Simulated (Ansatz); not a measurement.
Structure relaxation of Mo3N

The calculation used Ansatz 0.2.0, DFT PBE, scalar-relativistic, plane waves, PAW. Cutoff 420 eV, Γ-centred k mesh, Gaussian smearing, no spin polarisation in the final step.

The start puts Mo3N on the Ni3Sn (D0_19) structure type (P6_3/mmc, No. 194), with N in place of Sn, Mo in place of Ni, at a guessed volume.

```xyz
8
Lattice="5.3076 0.0000 0.0000 -2.6538 4.5965 0.0000 0.0000 0.0000 4.2602" Properties=species:S:1:pos:R:3 pbc="T T T"
Mo    2.6538    3.0613    1.0650
Mo   -1.3242    3.8289    3.1951
Mo    1.3296    0.7676    1.0650
Mo    0.0000    1.5352    3.1951
Mo    3.9780    0.7676    1.0650
Mo    1.3242    3.8289    3.1951
N     0.0000    3.0643    1.0650
N     2.6538    1.5322    3.1951
```

Cell and atoms relax at zero pressure; the relaxation can't lower the symmetry of the start. After a coarse first stage the cell is made exact in the group found at 0.06 Å.

Formation energies are uncorrected and refer to the elements' standard structures at the same level (N₂ as a molecule).

Q: Which crystal results?

A: It keeps P6_3/mmc (No. 194). The result has the Ni3Sn (D0_19) structure. Conventional cell: a = 5.337 Å, c = 4.429 Å. Around Mo lie 8 Mo at 2.63–2.70 Å and 4 N at 2.67–2.71 Å; N has 12 Mo at 2.67–2.71 Å.

Space group P6_3/mmc (No. 194). a = 5.337 Å, b = 5.337 Å, c = 4.429 Å, α = 90.00°, β = 90.00°, γ = 120.00°
| atom | site | symmetry | x | y | z |
| --- | --- | --- | --- | --- | --- |
| Mo | 6h | mm2 | 0.8355 | 0.6711 | 0.2500 |
| N | 2c | -6m2 | 0.3333 | 0.6667 | 0.2500 |

Q: What are its volume, energy, density and gap?

A: The volume per atom is 13.66 Å³. The density is 9.17 g/cm³. The energy over the elements is 0.98 eV/atom. The gap on the 12×12×8 mesh is 0 eV (a metal).

The final run used a 12×12×8 mesh on its 8-atom cell and 0.10 eV smearing. The k mesh leaves about 4 meV/atom of noise in metals. A structure relaxed within its symmetry needn't be a true minimum.

Cost: 3 runs of about 2.3 core-minutes in all, on Intel Xeon 6975P-C (Granite Rapids) (shared hosts).